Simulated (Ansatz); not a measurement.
Relaxation of CH₄Cl (6 atoms, charge 0, multiplicity 2), to a largest force component of 0.03 eV/Å in at most 50 steps.

All numbers below come from UKS B3LYP/def2-SVP in Ansatz 0.2.0.

```xyz
6
Properties=species:S:1:pos:R:3
H -0.133 -0.416 -0.172
C 0.184 0.525 0.269
Cl -0.924 -2.630 -1.350
H 0.380 1.256 -0.528
H -0.609 0.903 0.929
H 1.101 0.362 0.853
```

Where does it end, and by what steps?

The run converged. The force dipped under the threshold on the way, but the program's further checks kept it going. After 13 steps the energy has fallen by 0.024 eV; Cl3 moved furthest, 0.55 Å.

| step | energy less start (eV) | largest force component (eV/Å) | accepted |
| --- | --- | --- | --- |
| 0 | 0.0000 | 0.489 | yes |
| 1 | -0.0041 | 0.166 | yes |
| 2 | -0.0055 | 0.029 | yes |
| 3 | -0.0106 | 0.166 | yes |
| 4 | -0.0180 | 0.103 | yes |
| 5 | -0.0179 | 0.070 | no |
| 6 | -0.0196 | 0.020 | yes |
| 7 | -0.0214 | 0.047 | yes |
| 8 | -0.0193 | 0.350 | no |
| 9 | -0.0226 | 0.126 | yes |
| 10 | -0.0238 | 0.057 | yes |
| 11 | -0.0239 | 0.095 | yes |
| 12 | -0.0242 | 0.041 | yes |
| 13 | -0.0244 | 0.005 | yes |

```xyz
6
Properties=species:S:1:pos:R:3
H -0.100 -0.644 0.193
C 0.165 0.430 0.284
Cl -0.817 -2.095 -1.431
H 0.244 0.881 -0.714
H -0.623 0.931 0.863
H 1.130 0.498 0.806
```

The run took 100 s on 1 thread of Intel(R) Xeon(R) Processor @ 2.50GHz (Skylake/Cascade Lake), on a shared host, peak memory 0.14 GiB.
